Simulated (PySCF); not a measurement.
**A search over the determinants of BN**

Unrestricted PBE0; basis B jorge-DZP-DKH, N jorge-DZP-DKH; spin-free X2C with a Gaussian nucleus; PySCF 2.14. Outer shells of the fragments: B 2s2 2p1; N 2s2 2p3.

Followed along the bond (rough minima from three points):

| 2Ms+1 | unpaired | ⟨S²⟩ at the start | R at minimum (Å) | Te (eV) |
| --- | --- | --- | --- | --- |
| 3 | σ ↑, π ↑ | 2.00 | 1.33 | 0.00 |
| 1 | σ ↑, π ↓ | 1.04 | 1.33 | 0.17 |
| 1 | none | 0.79 | 1.27 | 0.59 |
| 3 | π ↑↑ | 2.01 | 1.49 | 1.30 |
| 1 | π ↑↓ | 1.00 | 1.49 | 1.82 |

Solutions found at the starting distance of 1.470 Å, counted from the lowest of them; the search is not exhaustive and high or unbound solutions are not listed, so other states can lie among these:

```
2Ms+1    unpaired   term  E (eV)  ⟨S²⟩  ⟨Lz²⟩  μ (D)
    3    σ ↑, π ↑     ³Π    0.00  2.00   1.02  -1.97
    1    σ ↑, π ↓  mixed    0.15  1.04   1.01  -2.05
    3        π ↑↑    ³Σ⁻    0.88  2.01   0.00   0.99
    1        none  mixed    1.11  0.79   0.00  -2.05
    1        π ↑↓  mixed    1.41  1.00   2.01   1.08
    3        σ ↑↑    ³Σ⁺    2.29  2.04   0.00  -1.50
    1        none  mixed    2.92  0.00   2.00   1.31
    5  σ ↑, π ↑↑↑     ⁵Π    3.18  6.00   1.00  -0.44
    3  σ ↑, π ↑↑↓  mixed    3.95  3.00   3.01  -0.46
    1  σ ↑, π ↑↓↓  mixed    4.78  2.01   3.01   0.06
```

A term symbol is given only where ⟨S²⟩ and ⟨Lz²⟩ are close to those of a pure state; real π, δ and φ orbitals otherwise mix terms. A positive dipole means B(−)N(+).
